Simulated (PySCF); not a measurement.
## Telling isomers of C$_{5}$H$_{11}$P apart by NMR

All values are calculated (PySCF 2.14): GFN2-xTB geometry, shieldings: GIAO PBE0/pcSseg-1. Non-relativistic Hamiltonian, one conformer, no solvent model, averaged over atoms made equivalent by symmetry, fast rotation or ring inversion.

Referencing at the same level of theory: 1H (31.72 ppm), 13C (186.93 ppm) against TMS. Splittings of carbon signals by F and P are missing where no couplings were computed. Where no couplings were computed, multiplicities follow the n + 1 count of equivalent neighbours, and m marks all less simple cases (inequivalent or close neighbours, rings, F or P nearby). Shifts are as computed. Against solution values, carbons near 30 ppm lie about +3 ppm off and those near 130 ppm about +5 ppm. Of 1211 compounds with measured shifts, 218 miss one by over three times the rms of a fit or turn the order of signals round; such compounds aren't used in these exercises.

(1) Tabulate the signals of `CCP1CCC1`, `C=CP(=C)(C)C` and their relative energies.

(2) What is the quickest way to tell CCP1CCC1 from C=CP(=C)(C)C?

Answers

(1) 
```json
{"SMILES": "CCP1CCC1", "carbon types": "4×CH2 1×CH3", "δC": "28.3, 26.2, 20.8, 12.4", "δH": "2.94 (m, 2H), 1.98 (m, 2H), 1.80 (m, 4H), 1.21 (m, 3H)", "E rel. (kcal/mol)": "0.0"}
{"SMILES": "C=CP(=C)(C)C", "carbon types": "1×CH 2×CH2 2×CH3", "δC": "152.0, 128.0, 16.3, 7.7", "δH": "6.32 (m, 1H), 5.88 (m, 1H), 5.71 (m, 1H), 1.45 (m, 6H), 0.06 (m, 2H)", "E rel. (kcal/mol)": "37.9"}
```

Energies are electronic energies at PBE0/pcSseg-1 on these geometries, without zero-point or thermal terms, each for the one conformer computed, which needn't be the lowest.

(2) Both give the same number of carbon signals, but DEPT or the intensities differ. The first has an sp3 CH2 bonded to P at 28.3 ppm, the second an alkene CH at 152.0 ppm. In the proton spectra the most deshielded non-exchanging signals are 2.94 (m, 2H) and 6.32 (m, 1H).
